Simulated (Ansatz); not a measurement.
PHF2 (difluorophosphine): methods side by side

PHF2 has 4 atoms, charge 0, and is taken as a singlet. As SMILES, `FPF`. The coordinates come from a GFN2-xTB relaxation.

```jsonl
{"atom": "F", "x (Å)": "1.2007", "y (Å)": "0.6039", "z (Å)": "-0.2440"}
{"atom": "P", "x (Å)": "-0.0208", "y (Å)": "-0.4330", "z (Å)": "-0.4600"}
{"atom": "F", "x (Å)": "-1.1772", "y (Å)": "0.6655", "z (Å)": "-0.1956"}
{"atom": "H", "x (Å)": "-0.0027", "y (Å)": "-0.8363", "z (Å)": "0.8997"}
```

Quantity: the vertical energy of the triplet above the singlet, in eV. The values are calculated.

```csv
level,kind,program,value (eV),less FCI/STO-3G,CPU time (all runs)
HF/STO-3G,Hartree–Fock,Ansatz,7.57,+0.05,0.48 s
SVWN5/STO-3G,LDA,Ansatz,6.43,-1.09,2.2 s
PBE/STO-3G,GGA,Ansatz,6.45,-1.07,3.9 s
wB97M-V/STO-3G,range-separated hybrid,Ansatz,7.22,-0.30,92 s
wB97X/STO-3G,range-separated hybrid,Ansatz,6.99,-0.53,19 s
RPA@PBE/STO-3G,RPA,Ansatz,6.90,-0.62,5.1 s
CCSD(T)/STO-3G,coupled cluster or CI,Ansatz,7.65,+0.13,0.76 s
CCSD/STO-3G,coupled cluster or CI,Ansatz,7.69,+0.17,0.73 s
FCI/STO-3G,exact in the basis,Ansatz,7.52,0.00,1.2 s
```

FCI/STO-3G is exact within its basis and frozen core, so for wave-function methods in that basis the difference is their error; functionals converge differently with the basis, so for them it is only a difference. The values span 6.43 to 7.69 eV. A triplet this far above the singlet is often a Rydberg-like or dissociative state; sets without diffuse functions put Rydberg states too high. All rows use very small basis sets, so none should be taken for the real molecule's value. Times are those of the runs behind each value, whatever else they computed, on shared processors of several kinds: orders of magnitude only.
